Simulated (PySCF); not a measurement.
PySCF input (PBE/pcseg-1):

```python
import numpy as np, basis_set_exchange as bse
from pyscf import gto, scf, dft, df
from pyscf.prop.polarizability import rks as pol

basis = {'O': gto.basis.parse(bse.get_basis('pcseg-1', elements=['O'], fmt='nwchem'))}
mol = gto.M(
    atom='''
    O    -0.01015087    1.07558797   -0.21689088
    O     0.00927284    0.00110539    0.42846783
    O     0.00087803   -1.07669336   -0.21157695
    ''',
    basis=basis,
    charge=0,
    verbose=4,
    max_memory=2160,
)
mf = dft.RKS(mol, xc='pbe')
mf.grids.level = 3
mf = mf.density_fit(auxbasis=df.autoaux(mol))
mf.conv_tol = 1e-9
mf.max_cycle = 100
print('smallest overlap eigenvalue', np.linalg.eigvalsh(mol.intor('int1e_ovlp'))[0])
mf.kernel()
dip = mf.dip_moment()
p = pol.Polarizability(mf)
p.max_cycle_cphf = 60
alpha = p.polarizability()
print('polarisability/bohr^3', alpha.trace() / 3)
```

Output:

```
PySCF version 2.14.0

[INPUT] verbose = 4
[INPUT] num. atoms = 3
[INPUT] num. electrons = 24
[INPUT] charge = 0
[INPUT] spin (= nelec alpha-beta = 2S) = 0
[INPUT] symmetry False subgroup None
[INPUT] Mole.unit = angstrom
[INPUT] Symbol           X                Y                Z      unit          X                Y                Z       unit  Magmom
[INPUT]  1 O     -0.010150870000   1.075587970000  -0.216890880000 AA   -0.019182364226   2.032566686177  -0.409864362116 Bohr   0.0
[INPUT]  2 O      0.009272840000   0.001105390000   0.428467830000 AA    0.017523127997   0.002088884361   0.809686851887 Bohr   0.0
[INPUT]  3 O      0.000878030000  -1.076693360000  -0.211576950000 AA    0.001659236229  -2.034655570538  -0.399822489771 Bohr   0.0

nuclear repulsion = 69.7697555574816
number of shells = 18
number of NR pGTOs = 75
number of NR cGTOs = 42
basis = {'O': [[0, [2288.64, 0.00585468], [344.416, 0.0437333], [78.2538, 0.194796], [21.7195, 0.5], [6.55907, 0.484614]], [0, [10.4656, -0.0713343], [0.964351, 0.5]], [0, [0.285127, 1.0]], [1, [17.059, 0.0474439], [3.68999, 0.242689], [0.992996, 0.5]], [1, [0.244924, 1.0]], [2, [1.0, 1.0]]]}
ecp = {}
ETB for O: l = 0, exps = 0.489848 * 1.8^n , n = 0..13
ETB for O: l = 1, exps = 0.489848 * 1.8^n , n = 0..10
ETB for O: l = 2, exps = 0.489848 * 1.8^n , n = 0..9
ETB for O: l = 3, exps = 1.244924 * 2.2^n , n = 0..1
smallest overlap eigenvalue 0.014806215011523422

******** <class 'pyscf.df.df_jk.DFRKS'> ********
method = DFRKS
initial guess = minao
damping factor = 0
level_shift factor = 0
DIIS = <class 'pyscf.scf.diis.CDIIS'>
diis_start_cycle = 1
diis_space = 8
diis_damp = 0
SCF conv_tol = 1e-09
SCF conv_tol_grad = None
SCF max_cycles = 100
direct_scf = False
XC library pyscf.dft.libxc version 7.1.2
    S. Lehtola, C. Steigemann, M. J. T. Oliveira, and M. A. L. Marques,  SoftwareX 7, 1–5 (2018)
XC functionals = pbe
    J. P. Perdew, K. Burke, and M. Ernzerhof,  Phys. Rev. Lett. 77, 3865 (1996)
    J. P. Perdew, K. Burke, and M. Ernzerhof,  Phys. Rev. Lett. 78, 1396 (1997)
    J. P. Perdew, K. Burke, and M. Ernzerhof,  Phys. Rev. Lett. 77, 3865 (1996)
    J. P. Perdew, K. Burke, and M. Ernzerhof,  Phys. Rev. Lett. 78, 1396 (1997)
radial grids:
    Treutler-Ahlrichs [JCP 102, 346 (1995); DOI:10.1063/1.469408] (M4) radial grids

becke partition: Becke, JCP 88, 2547 (1988); DOI:10.1063/1.454033
pruning grids: <function nwchem_prune>
grids dens level: 3
symmetrized grids: False
atomic radii adjust function: <function treutler_atomic_radii_adjust>
small_rho_cutoff = 0
Set gradient conv threshold to 3.16228e-05
Initial guess from minao.
tot grids = 42248
init E= -225.738303334049
  HOMO = -0.309940389133246  LUMO = -0.20586148314398  gap/eV = 2.83213
cycle= 1 E= -225.053579389544  delta_E= 0.685  |g|= 0.853  |ddm|= 2.33
  HOMO = -0.231245442575964  LUMO = -0.214550957400383  gap/eV = 0.45428
cycle= 2 E= -224.372070590369  delta_E= 0.682  |g|= 2.13  |ddm|= 1.65
  HOMO = -0.275009469794156  LUMO = -0.208939815165851  gap/eV = 1.79785
cycle= 3 E= -225.178344965375  delta_E= -0.806  |g|= 0.0681  |ddm|= 1.22
  HOMO = -0.285564733229092  LUMO = -0.219229301489276  gap/eV = 1.80508
cycle= 4 E= -225.179085742139  delta_E= -0.000741  |g|= 0.0231  |ddm|= 0.0762
  HOMO = -0.280825053977759  LUMO = -0.214282348991072  gap/eV = 1.81072
cycle= 5 E= -225.179184235543  delta_E= -9.85e-05  |g|= 0.00567  |ddm|= 0.0222
  HOMO = -0.281767099134013  LUMO = -0.215277968884913  gap/eV = 1.80926
cycle= 6 E= -225.179189219982  delta_E= -4.98e-06  |g|= 0.00265  |ddm|= 0.00488
  HOMO = -0.281757605347212  LUMO = -0.215276000531601  gap/eV = 1.80906
cycle= 7 E= -225.179188406152  delta_E= 8.14e-07  |g|= 0.00329  |ddm|= 0.00409
  HOMO = -0.28172566271105  LUMO = -0.215256481021006  gap/eV = 1.80872
cycle= 8 E= -225.179190672595  delta_E= -2.27e-06  |g|= 4.2e-05  |ddm|= 0.00235
  HOMO = -0.281727044274541  LUMO = -0.215258897771832  gap/eV = 1.80869
cycle= 9 E= -225.179190672914  delta_E= -3.19e-10  |g|= 5.9e-06  |ddm|= 4.18e-05
  HOMO = -0.281727162709372  LUMO = -0.215259225137729  gap/eV = 1.80868
Extra cycle  E= -225.179190672901  delta_E= 1.3e-11  |g|= 1.04e-05  |ddm|= 9.27e-06
converged SCF energy = -225.179190672901
Dipole moment(X, Y, Z, Debye):  0.01228,  0.00146,  0.56724
Isotropic polarizability 12.6864344919
Polarizability anisotropy 18.2920151308
polarisability/bohr^3 12.686434491927043
```
